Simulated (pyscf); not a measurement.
Single points on ωB97X-D3(BJ)/def2-SVP structures (PySCF, gas phase).

Q: For H₃C–CH₂–Cl (SMILES CCCl) + F–C:–F (SMILES F[C]F) [singlet] → F–CH(F)–CH₂–CH₂–Cl (SMILES FC(F)CCCl), an insertion (singlet surface; C–H broken, C–C, C–H formed), PBE/def2-TZVP gives ΔE‡ = 240.8 kJ/mol and ΔE = -249.2 kJ/mol (zero: the separated reactants). In which direction and how far do r²SCAN/def2-TZVP, B3LYP-D3(BJ)/def2-TZVP, ωB97M-D3(BJ)/def2-TZVP move these?

A: r²SCAN: ΔE‡ = 250.7 kJ/mol, ΔE = -262.8 kJ/mol; B3LYP-D3(BJ): ΔE‡ = 270.3 kJ/mol, ΔE = -250.8 kJ/mol; ωB97M-D3(BJ): ΔE‡ = 279.1 kJ/mol, ΔE = -244.4 kJ/mol. PBE's barrier lies under all of them, by 10.0 to 38.3 kJ/mol. Its reaction energy lies among theirs. Low barriers are usual for a GGA, whose delocalisation error favours stretched bonds. From the product side, •H₂C–CH₂–CH(F)–F + Cl• lies, by one bond made or cut, 156.7 kJ/mol under this saddle at ωB97M-D3(BJ). This is the saddle that the search found; another between the same sides may lie lower.
